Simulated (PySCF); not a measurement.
## Calculated NMR parameters of (Z)-2-buten-1-ol

```
Formula                               : C4H8O
SMILES                                : C/C=C\CO
InChI                                 : InChI=1S/C4H8O/c1-2-3-4-5/h2-3,5H,4H2,1H3/b3-2-
Point group of the computed structure : C1
Degrees of unsaturation               : 1
Carbon signals                        : 4
Proton signals                        : 5
```

Numbering as in the mapped SMILES `[CH3:1]/[CH:2]=[CH:3]\[CH2:4][OH:5]`. Hydrogens are named by the atom that carries them.

PySCF 2.14.0 with density-fitted response routines calculation with GFN2-xTB structure and NMR shieldings at PBE0/pcSseg-1/GIAO; one averaged value for each set of equivalent atoms, non-relativistic, isolated molecule, one conformer.

δ = σ(ref) − σ, references computed at the same level: TMS for 1H (σ = 31.72 ppm), 13C (σ = 186.93 ppm); 17O (σ = 336.08 ppm) against H2O.

| carbon | δC, type | δH (multiplicity) | HMBC from (2–3 bonds) | span of the C tensor (ppm) |
| --- | --- | --- | --- | --- |
| C1 | 16.7, CH3 | 1.69 (d) | H(C3), H(C2) | 30 |
| C2 | 132.1, CH | 5.75 (m) | H(C3), H(C4), H(C1) | 220 |
| C3 | 142.1, CH | 5.81 (m) | H(C2), H(C4), H(C1) | 186 |
| C4 | 65.4, CH2 | 4.70 (d) | H(C3), H(C2) | 56 |

Other nuclei:
```json
{"atoms": "H(O5)", "nucleus": "1H", "environment": "hydrogen on an alcohol oxygen", "δ (ppm)": "0.26", "σ (ppm)": "31.46"}
{"atoms": "O5", "nucleus": "17O", "environment": "alcohol oxygen", "δ (ppm)": "33.7", "σ (ppm)": "302.4"}
```

1. Carbon types of the structure: 2 × CH, 1 × CH2, 1 × CH3, leaving 1 H on heteroatoms.
2. δC 142.1, 132.1: alkene CH; an sp2 carbon of a C=C bond.
3. δC 65.4: allylic sp3 CH2 bonded to O; pulled downfield by the heteroatom.
4. δC 16.7: allylic methyl carbon; aliphatic region, no heteroatom directly attached.
5. δH 1.69: hydrogen on an allylic methyl carbon; allylic position.
6. δH 0.26: hydrogen on an alcohol oxygen; exchangeable, gas-phase position.

Exchangeable OH/NH protons stand at their gas-phase positions; hydrogen bonding in a real sample shifts them, mostly to higher δ. Shifts are as computed. Against solution values, carbons near 30 ppm lie about +3 ppm off and those near 130 ppm about +5 ppm. Of 1211 compounds with measured shifts, 218 miss one by over three times the rms of a fit or turn the order of signals round; such compounds aren't used in these exercises. Experimental scales use liquid or dissolved standards, which lie at an offset from isolated H2O (liquid H2O: subtract about 36 ppm). Multiplicities follow the n + 1 count of equivalent neighbours, as no J values were calculated; m marks all less simple cases, F and P coupling included.
